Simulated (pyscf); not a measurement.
Elimination: H₃Si–CH(Cl)–Cl (SMILES [SiH3]C(Cl)Cl) → H₂Si=C(Cl)–Cl (SMILES [SiH2]=C(Cl)Cl) + H₂ (SMILES [H][H])

Gas phase, singlet surface, charge 0. Bonds broken: C2–H5, Si4–H6. Bonds formed: H5–H6. Optimised with ωB97X-D3(BJ)/def2-SVP in PySCF.

Transition state (Å):

```xyz
8

Cl    -0.1997     0.2643     1.8992
C     -0.7725    -0.5702     0.4765
Cl    -0.6811    -2.3067     0.6573
Si    -0.6692    -0.0504    -1.2447
H     -1.7102     0.8872     0.0778
H     -1.2484     1.4650    -0.4364
H      0.3172    -0.7607    -2.1417
H     -1.9135     0.0929    -2.0376
```

One imaginary mode, 864i cm⁻¹; descent along it reached the two sides named.

```csv
bond,change,reactant side (Å),saddle,product side
C2–H5,breaks,1.098,1.778,3.8
Si4–H6,breaks,1.489,1.813,4.2
H5–H6,forms,3.1,0.901,0.761
```

Electronic energies relative to the reactant's lowest minimum found (kcal/mol):

| level | barrier | reaction energy | reverse barrier |
|---|---|---|---|
| ωB97X-D3(BJ)/def2-TZVP | 103.2 | +60.8 | 42.4 |
| PBE/def2-TZVP | 85.5 | +51.0 | 34.5 |
| r²SCAN/def2-TZVP | 91.7 | +54.4 | 37.3 |
| B3LYP-D3(BJ)/def2-TZVP | 95.4 | +54.7 | 40.7 |
| PBE0-D3(BJ)/def2-TZVP | 94.8 | +57.9 | 37.0 |
| M06-2X/def2-TZVP | 99.0 | +56.8 | 42.2 |
| ωB97M-D3(BJ)/def2-TZVP | 99.2 | +58.4 | 40.8 |
| HF/def2-TZVP | 123.9 | +65.9 | 58.0 |

With ωB97M-D3(BJ)/def2-TZVP energies and thermal terms (ideal gas, 1 atm, RRHO with modes under 100 cm⁻¹ raised to 100, one conformer, R ln 2 for chiral ones without a mode under 150 cm⁻¹), in kcal/mol:

```tsv
T (K)	ΔH‡	ΔG‡	ΔH	ΔG
298	94.3	94.2	+53.3	+45.1
600	94.4	94.0	+54.3	+36.3
900	94.3	93.8	+54.4	+27.2
1200	94.2	93.7	+54.0	+18.2
```

The same reactants have a lower exit, to H₃Si–CH•–Cl + Cl• (no saddle counted: cutting one bond costs +76.0 kcal/mol at ωB97M-D3(BJ)/def2-TZVP, against +99.2 kcal/mol here). H₃Si–CH(Cl)–Cl lies 85.7 kcal/mol over its isomer H₃C–SiH(Cl)–Cl (electronic energy, ωB97M-D3(BJ)/def2-TZVP). H₂Si=C(Cl)–Cl lies 77.0 kcal/mol over its isomer H₂C=Si(Cl)–Cl (electronic energy, ωB97M-D3(BJ)/def2-TZVP). This is the saddle that the search found; another between the same sides may lie lower. A restricted solution here is unstable towards spin polarisation, so biradical character is likely and single-reference numbers are less safe.
